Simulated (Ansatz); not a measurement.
hcp Co

Calculation: LDA (Ansatz, a program for electronic structure, plane waves, PAW).

Settings: plane-wave cutoff 500 eV, 36×36×18 k mesh (along the axes of the cell as run), Fermi–Dirac smearing 0.1 eV, spin-polarised with parallel moments, scalar-relativistic PAW data made under PBE.

Cell (relaxed at this level):

```cif
data_Co2
_chemical_formula_sum 'Co2'
_space_group_name_H-M_alt 'P63/mmc'
_space_group_IT_number 194
_space_group_name_Hall '-P 6c 2c'
_cell_length_a 2.42789
_cell_length_b 2.42789
_cell_length_c 3.91857
_cell_angle_alpha 90.000
_cell_angle_beta 90.000
_cell_angle_gamma 120.000
loop_
_atom_site_label
_atom_site_type_symbol
_atom_site_symmetry_multiplicity
_atom_site_Wyckoff_symbol
_atom_site_fract_x
_atom_site_fract_y
_atom_site_fract_z
_atom_site_occupancy
Co1 Co 2 c 0.33333 0.66667 0.25000 1
```

| Item | Result |
|---|---|
| magnetic moment per atom (the cell's total over its atoms) | 1.48 μB |

Moments are spin moments.

Computed values are for the static lattice.
